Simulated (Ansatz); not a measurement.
Write a Python script for the Python package of Ansatz (0.2.0) that makes a rigid scan of one bond angle of C2H4OS, SMILES OC1CS1. Settings (for the species named): PBE0, def2-SVP basis, multiplicity 1, D3BJ dispersion.

```xyz
8

O     0.0208    1.4798   -0.4320
C    -0.2310    0.3890    0.4081
C     0.4649   -0.8558    0.0078
S    -1.1258   -0.8421   -0.2867
H    -0.6889    1.5076   -1.1740
H    -0.3853    0.5938    1.4641
H     0.8613   -1.5148    0.8147
H     1.1761   -0.8145   -0.8576
```

`bend_c2h4os.py`
```python
# -*- coding: utf-8 -*-
'''Bending curve of C2H4OS.'''

import logging
import sys

import ansatz
from ase import Atoms

logging.basicConfig(stream=sys.stdout, format='[%(levelname)s] %(message)s')
logger = logging.getLogger('c2h4os')
logger.setLevel(logging.INFO)


def main():
    atoms = Atoms(['O', 'C', 'C', 'S', 'H', 'H', 'H', 'H'], positions=[
        (0.0208, 1.4798, -0.432),
        (-0.231, 0.389, 0.4081),
        (0.4649, -0.8558, 0.0078),
        (-1.1258, -0.8421, -0.2867),
        (-0.6889, 1.5076, -1.174),
        (-0.3853, 0.5938, 1.4641),
        (0.8613, -1.5148, 0.8147),
        (1.1761, -0.8145, -0.8576),
    ])

    # relax first, so that the scan starts from a minimum
    first = (
        ansatz.Crystal.molecule_from_ase(atoms).calculation()
        .basis(gaussian='def2-SVP')
        .functional('pbe0', dispersion='d3bj')
        .relax(force_tolerance=0.02, max_steps=80)
    )
    atoms.positions = first.run(threads=1).report['positions_ang']

    rows = []
    for angle in [85, 95, 105, 115, 125, 140, 160]:
        bent = atoms.copy()
        bent.set_angle(1, 0, 4, angle, indices=[4])
        calculation = (
            ansatz.Crystal.molecule_from_ase(bent).calculation()
            .basis(gaussian='def2-SVP')
            .functional('pbe0', dispersion='d3bj')
        )
        rows.append((angle, calculation.run(threads=1).report['free_energy_ev']))
    floor = min(e for _, e in rows)
    for angle, e in rows:
        logger.info(f'angle C1-O0-H4 = {angle:3d} deg   {1000 * (e - floor):9.1f} meV')


if __name__ == '__main__':
    main()
```

```console
$ python bend_c2h4os.py
[INFO] angle C1-O0-H4 =  85 deg       473.4 meV
[INFO] angle C1-O0-H4 =  95 deg       137.1 meV
[INFO] angle C1-O0-H4 = 105 deg         0.0 meV
[INFO] angle C1-O0-H4 = 115 deg        23.4 meV
[INFO] angle C1-O0-H4 = 125 deg       170.1 meV
[INFO] angle C1-O0-H4 = 140 deg       537.9 meV
[INFO] angle C1-O0-H4 = 160 deg      1079.5 meV
```

What to keep in mind:
- These settings explore the input space; basis and method may be short of convergence.
- The scan is rigid, and the energies are electronic, in a modest basis. The zero is the lowest point of the grid, which needn't be the minimum.
- The whole script took 51 s on 1 thread of Arm Neoverse V1, with other jobs on the host, peak memory 0.23 GiB.

(A comment or docstring line of the script was reworded after the run, the code is as it ran; lines on the test bed's own set-up are left out of the output.)
